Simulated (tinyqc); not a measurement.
UKS/B3LYP (VWN-RPA form) in the sto-6g basis, for H2O+, spin multiplicity 2, step by step (part 3 of 3). Computed by tinyqc, a small Python program that keeps every step (integrals from PySCF). Command: `OMP_NUM_THREADS=1 python tinyqc.py 26977 26978 out.jsonl` (the two numbers bound the seeds that draw the settings). One thread of a shared host (Intel(R) Xeon(R) Processor @ 2.60GHz), about 4 s of CPU time with the checks.

Geometry (angstrom):
```
atom         x          y         z
O     0.000000   0.000000  0.000000
H     0.000000   0.770000  0.622000
H     0.000000  -0.770000  0.622000
```

## Iteration 9 (converged): orbitals

converged F(alpha) (hartree), order 1O 1s, 1O 2s, 1O 2px, 1O 2py, 1O 2pz, 2H 1s, 3H 1s:
```
[[-19.872461, -4.837555, 0.000000, 0.000000, -0.021742, -1.078137, -1.078137],
 [-4.837555, -2.597900, 0.000000, 0.000000, -0.175908, -1.025838, -1.025838],
 [0.000000, 0.000000, -0.841650, 0.000000, 0.000000, 0.000000, 0.000000],
 [0.000000, 0.000000, 0.000000, -0.874777, 0.000000, -0.420958, 0.420958],
 [-0.021742, -0.175908, 0.000000, 0.000000, -0.840504, -0.395470, -0.395470],
 [-1.078137, -1.025838, 0.000000, -0.420958, -0.395470, -0.884247, -0.415797],
 [-1.078137, -1.025838, 0.000000, 0.420958, -0.395470, -0.415797, -0.884247]]
```

converged F(beta) (hartree), order 1O 1s, 1O 2s, 1O 2px, 1O 2py, 1O 2pz, 2H 1s, 3H 1s:
```
[[-19.854380, -4.821378, 0.000000, 0.000000, -0.021309, -1.074481, -1.074481],
 [-4.821378, -2.509112, 0.000000, 0.000000, -0.172721, -1.003610, -1.003610],
 [0.000000, 0.000000, -0.561350, 0.000000, 0.000000, 0.000000, 0.000000],
 [0.000000, 0.000000, 0.000000, -0.835710, 0.000000, -0.417575, 0.417575],
 [-0.021309, -0.172721, 0.000000, 0.000000, -0.806461, -0.392547, -0.392547],
 [-1.074481, -1.003610, 0.000000, -0.417575, -0.392547, -0.885267, -0.410492],
 [-1.074481, -1.003610, 0.000000, 0.417575, -0.392547, -0.410492, -0.885267]]
```

X, order 1O 1s, 1O 2s, 1O 2px, 1O 2py, 1O 2pz, 2H 1s, 3H 1s:
```
[[-0.298973, 0.000000, 0.756125, 0.000000, -0.617692, 0.000000, 0.151559],
 [1.146455, 0.000000, -0.304553, 0.000000, -0.306550, 0.000000, 0.421645],
 [0.000000, 0.000000, 0.000000, 1.000000, 0.000000, 0.000000, 0.000000],
 [0.000000, 0.903633, 0.000000, 0.000000, 0.000000, 0.696932, 0.000000],
 [0.545581, 0.000000, 0.645729, 0.000000, 0.638252, 0.000000, 0.201159],
 [-0.725281, -0.849834, -0.153678, 0.000000, 0.125086, 0.370526, 0.377669],
 [-0.725281, 0.849834, -0.153678, 0.000000, 0.125086, -0.370526, 0.377669]]
```

Diagonalise F' = X^T F X, C = X C', fill 5 alpha and 4 beta electrons from the bottom; D(s) = C_occ C_occ^T. Each column has its largest component positive (the first on a tie).

F' = X^T F X (alpha) (hartree):
```
[[-0.602748, 0.000000, 1.502270, 0.000000, -1.242714, 0.000000, 0.124364],
 [0.000000, -0.097866, 0.000000, 0.000000, 0.000000, -0.039135, 0.000000],
 [1.502270, 0.000000, -9.272437, 0.000000, 8.607540, 0.000000, -3.628604],
 [0.000000, 0.000000, 0.000000, -0.841650, 0.000000, 0.000000, 0.000000],
 [-1.242714, 0.000000, 8.607540, 0.000000, -9.591184, 0.000000, 3.795144],
 [0.000000, -0.039135, 0.000000, 0.000000, 0.000000, -0.988337, 0.000000],
 [0.124364, 0.000000, -3.628604, 0.000000, 3.795144, 0.000000, -2.993112]]
```

orbital energies (alpha) (hartree): [-19.876485, -1.559425, -0.990054, -0.841650, -0.838198, -0.185373, -0.096150]

coefficients C (alpha), order 1O 1s, 1O 2s, 1O 2px, 1O 2py, 1O 2pz, 2H 1s, 3H 1s:
```
[[0.996137, -0.230074, 0.000000, 0.000000, 0.094990, 0.106668, 0.000000],
 [0.018257, 0.899031, 0.000000, 0.000000, -0.486670, -0.795884, 0.000000],
 [0.000000, 0.000000, 0.000000, 1.000000, 0.000000, 0.000000, 0.000000],
 [0.000000, 0.000000, 0.735862, 0.000000, 0.000000, 0.000000, 0.872224],
 [0.003379, 0.218638, 0.000000, 0.000000, 0.825984, -0.657564, 0.000000],
 [-0.004520, 0.091966, 0.332928, 0.000000, 0.209647, 0.809630, -0.865255],
 [-0.004520, 0.091966, -0.332928, 0.000000, 0.209647, 0.809630, 0.865255]]
```

F' = X^T F X (beta) (hartree):
```
[[-0.552422, 0.000000, 1.492636, 0.000000, -1.250950, 0.000000, 0.174478],
 [0.000000, -0.085495, 0.000000, 0.000000, 0.000000, -0.012291, 0.000000],
 [1.492636, 0.000000, -9.246447, 0.000000, 8.621015, 0.000000, -3.633649],
 [0.000000, 0.000000, 0.000000, -0.561350, 0.000000, 0.000000, 0.000000],
 [-1.250950, 0.000000, 8.621015, 0.000000, -9.561007, 0.000000, 3.779622],
 [0.000000, -0.012291, 0.000000, 0.000000, 0.000000, -0.967604, 0.000000],
 [0.174478, 0.000000, -3.633649, 0.000000, 3.779622, 0.000000, -2.955793]]
```

orbital energies (beta) (hartree): [-19.858006, -1.484935, -0.967775, -0.803548, -0.561350, -0.169179, -0.085324]

coefficients C (beta), order 1O 1s, 1O 2s, 1O 2px, 1O 2py, 1O 2pz, 2H 1s, 3H 1s:
```
[[0.996346, -0.223197, 0.000000, 0.102810, 0.000000, -0.111940, 0.000000],
 [0.017296, 0.860260, 0.000000, -0.521505, 0.000000, 0.816428, 0.000000],
 [0.000000, 0.000000, 0.000000, 0.000000, 1.000000, 0.000000, 0.000000],
 [0.000000, 0.000000, 0.709452, 0.000000, 0.000000, 0.000000, 0.893837],
 [0.003237, 0.225213, 0.000000, 0.812975, 0.000000, 0.671412, 0.000000],
 [-0.004291, 0.121649, 0.358652, 0.213703, 0.000000, -0.804639, -0.854913],
 [-0.004291, 0.121649, -0.358652, 0.213703, 0.000000, -0.804639, 0.854913]]
```

D(alpha) after iteration 9, order 1O 1s, 1O 2s, 1O 2px, 1O 2py, 1O 2pz, 2H 1s, 3H 1s:
```
[[1.054245, -0.234886, 0.000000, 0.000000, 0.031524, -0.005747, -0.005747],
 [-0.234886, 1.045437, 0.000000, 0.000000, -0.205358, -0.019431, -0.019431],
 [0.000000, 0.000000, 1.000000, 0.000000, 0.000000, 0.000000, 0.000000],
 [0.000000, 0.000000, 0.000000, 0.541493, 0.000000, 0.244989, -0.244989],
 [0.031524, -0.205358, 0.000000, 0.000000, 0.730064, 0.193258, 0.193258],
 [-0.005747, -0.019431, 0.000000, 0.244989, 0.193258, 0.163271, -0.058411],
 [-0.005747, -0.019431, 0.000000, -0.244989, 0.193258, -0.058411, 0.163271]]
```

D(beta) after iteration 9, order 1O 1s, 1O 2s, 1O 2px, 1O 2py, 1O 2pz, 2H 1s, 3H 1s:
```
[[1.053093, -0.228390, 0.000000, 0.000000, 0.036540, -0.009457, -0.009457],
 [-0.228390, 1.012313, 0.000000, 0.000000, -0.230173, -0.006872, -0.006872],
 [0.000000, 0.000000, 0.000000, 0.000000, 0.000000, 0.000000, 0.000000],
 [0.000000, 0.000000, 0.000000, 0.503322, 0.000000, 0.254446, -0.254446],
 [0.036540, -0.230173, 0.000000, 0.000000, 0.711660, 0.201119, 0.201119],
 [-0.009457, -0.006872, 0.000000, 0.254446, 0.201119, 0.189117, -0.068145],
 [-0.009457, -0.006872, 0.000000, -0.254446, 0.201119, -0.068145, 0.189117]]
```

## Convergence

Stop when the energy changes by less than 1e-08 hartree and every element of the error matrix X^T (F D S - S D F) X (for each spin) is below 3e-05.

Course of the cycle:
```
iteration   E (hartree)     change  largest element of the error matrix
1          -74.52729656          -                             4.23e-01
2          -75.16223359  -6.35e-01                             4.43e-01
3          -75.53613229  -3.74e-01                             2.53e-01
4          -75.64018219  -1.04e-01                             1.70e-01
5          -75.71045179  -7.03e-02                             4.25e-03
6          -75.71047823  -2.64e-05                             2.11e-04
7          -75.71047847  -2.42e-07                             6.26e-05
8          -75.71047850  -2.14e-08                             2.22e-06
9          -75.71047850  -3.95e-11                             1.78e-07
```

PySCF UKS in the same basis, fine grid, after a stability check = -75.68106194 hartree

Converged in 9 iterations. The coarse grid moves the energy by -2.94e-02 hartree.

## Populations, bond orders and dipole

overlap S, order 1O 1s, 1O 2s, 1O 2px, 1O 2py, 1O 2pz, 2H 1s, 3H 1s:
```
[[1.000000, 0.231145, 0.000000, 0.000000, 0.000000, 0.051432, 0.051432],
 [0.231145, 1.000000, 0.000000, 0.000000, 0.000000, 0.455672, 0.455672],
 [0.000000, 0.000000, 1.000000, 0.000000, 0.000000, 0.000000, 0.000000],
 [0.000000, 0.000000, 0.000000, 1.000000, 0.000000, 0.296511, -0.296511],
 [0.000000, 0.000000, 0.000000, 0.000000, 1.000000, 0.239519, 0.239519],
 [0.051432, 0.455672, 0.000000, 0.296511, 0.239519, 1.000000, 0.242434],
 [0.051432, 0.455672, 0.000000, -0.296511, 0.239519, 0.242434, 1.000000]]
```

Mulliken: Z minus the diagonal of D S on the atom; Loewdin: the same with S^(1/2) D S^(1/2); Mayer order: 2 sum_s sum (D(s) S)_ij (D(s) S)_ji over the two atoms.

Charges (e):
```
atom  Mulliken   Loewdin  Mulliken spin
1O    0.102977  0.299145       1.067410
2H    0.448511  0.350428      -0.033705
3H    0.448511  0.350428      -0.033705
```

Mayer bond orders:
```
pair     order
2-1   0.786140
3-1   0.786140
3-2   0.011562
```

dipole moment about the origin, x y z (debye): [0.000000, 0.000000, 3.086732]

<S^2> of the determinant (pure state: 0.75) = 0.751795
